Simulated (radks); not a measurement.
# Mg²⁺ in 1s1.5 2s2 2p6 3s0.5: an all-electron calculation

The task here is to estimate one member of a computed series from the others.

The numbers are computed with radks (a radial shooting solver on a logarithmic mesh, Libxc functionals) version 1 (Dirac Kohn-Sham, BLYP, spin-unpolarised, spherical densities, finite nucleus), except any that are marked as measured or tabulated.

## What is computed

```
element            : magnesium (Z = 12)
charge             : +2
electrons          : 10
configuration      : 1s1.5 2s2 2p6 3s0.5
nuclear rms radius : 3.057 fm
```

Set-up of the first run:

Settings of this run:

```text
Z 12
configuration 1s1.5 2s2 2p6 3s0.5
relativity Dirac
functional b88,lyp
spin unpolarised
j_filling average
nucleus finite rms 3.057 fm
c 137.035999084
```

Started as:

```sh
> python run_ks.py task.json out
```

This one command runs every case of the session in turn.

Steps of the session up to this table: Self-consistent calculation.

One table of the session follows, with a row left open; its other results are not shown here.

It belongs to the step «Orbitals and density». Radial moments (bohr):

```
level     <r>  outermost maximum (interpolated)  90 % within  nodes
1s1/2  0.1290                            0.0843        0.230      0
2s1/2  0.6708                             0.530         1.06      1
2p1/2       ?                                 ?            ?      ?
2p3/2  0.6409                             0.452         1.09      0
3s1/2   2.370                              2.04         3.54      2
```

Q: Estimate the row for 2p1/2 from the others.

As computed: <r>: 0.6388; outermost maximum (interpolated): 0.451; 90 % within: 1.08; nodes: 0. In the column «<r>» it lies between 1s1/2 (0.1290) and 2p3/2 (0.6409).
